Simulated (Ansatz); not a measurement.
Consider the formal exchange of groups at a C–O bond: `CC(O)CO` + `CC` → `CCC(C)CO` + H₂O.

Isolated molecules relaxed with PBE0-D4/def2-TZVP in Ansatz; ΔE leaves out vibrations. CCSD(T)/CBS is the MP2 limit (def2-TZVPP, def2-QZVPP) plus CCSD(T) − MP2 in def2-TZVPP, frozen cores. This one scheme is used for every species. Functionals use def2-TZVPP. Each species was taken in one conformer, which may not be the lowest.

(1) Is it downhill or uphill in electronic energy at CCSD(T)/CBS, and by how much? (Estimate.)

(2) What do these levels give: revPBE-D4, PBE, r2SCAN, PBE0, HF/def2-SVP, SCS-MP2/def2-QZVPP? (An estimate is asked.)

Largest T1 diagnostic among the species: 0.010.

## Answers

(1) Ansatz gave: Downhill: ΔE = -30.7 kJ/mol.

(2) Computed: revPBE-D4 -25.2, PBE -14.2, r2SCAN -16.1, PBE0 -17.1, HF/def2-SVP 4.0, SCS-MP2/def2-QZVPP -28.9 kJ/mol.

Leaving LDA and LC-ωPBE aside and taking each functional with its dispersion term where it has one, the values, not all of them listed here, spread over 9.4 kJ/mol, from revPBE-D4 to CAM-B3LYP-D4. LDA lies −6.5 kJ/mol from PBE without D4. At CCSD(T), def2-SVP lies +15.3 kJ/mol from the extrapolated value and def2-TZVPP +3.6 kJ/mol. In def2-TZVPP, CCSD(T) changes the Hartree–Fock value by −22.6 kJ/mol (the triples alone add −2.3 kJ/mol) and MP2 by −29.6 kJ/mol.
